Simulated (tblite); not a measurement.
Species: C4H4NO (doublet state).
Bonds: C1–C2, C2–C3 (aromatic), C3–O4 (aromatic), O4–N5 (aromatic), N5–C6 (aromatic), C2–C6 (aromatic). Hydrogens: H7, H8, H9 on C1; H10 on C6.

Structure optimised with GFN2-xTB, isolated species. This method treats the open shell by occupation alone, without spin polarisation.

Task: What internal coordinates does the optimisation give?

Result: 
```csv
bond,length (Å)
C1–C2,1.483
C2–C3,1.369
C3–O4,1.307
O4–N5,1.363
N5–C6,1.314
C2–C6,1.415
"C1–H7, C1–H8, C1–H9",1.088
C6–H10,1.072
```

Bonds in one row agree within 0.01 Å and their mean is given. A selection of angles:
```csv
angle,degrees
C2–C1–H7,109.9
C2–C1–H8,110.6
H7–C1–H8,109.3
H7–C1–H9,108.4
C1–C2–C3,130.5
C1–C2–C6,129.2
C3–C2–C6,100.3
C2–C3–O4,113.5
C3–O4–N5,107.4
O4–N5–C6,107.0
N5–C6–H10,120.1
C2–C6–N5,111.8
C2–C6–H10,128.1
```

C2 (carbon bonded to 3 C) is planar (angles 130.5°, 129.2° and 100.3°, sum 360.0°, 0.01 Å off the plane of its three neighbours). The 3 C–C bonds span 1.369 Å (C2–C3, aromatic) to 1.483 Å (C1–C2, drawn single), a spread of 0.114 Å. C6 (carbon bonded to C, N and H) is planar (angles 128.1°, 120.1° and 111.8°, sum 360.0°, 0.00 Å off the plane of its three neighbours). The 6 heavy atoms lie in one plane (0.004 Å rms). The 5-membered ring C2–C3–O4–N5–C6 has internal angles of 100.3° to 113.5° (sum 540°, against 540° for a flat polygon); it is planar, 0.00 Å rms from its mean plane, widest ring torsion 0°.

GFN2-xTB frequencies show an imaginary mode (33i cm⁻¹), so the point is no minimum at that level. 2 starts were optimised and ended at 0.00 and 0.04 kcal/mol (GFN2-xTB); the lowest of these is shown.

Time: under 0.1 s of wall time. Hardware: an Arm Neoverse V2 with one thread, no GPU (shared host). This is the geometry optimisation.

The numbers are calculated, not measured.
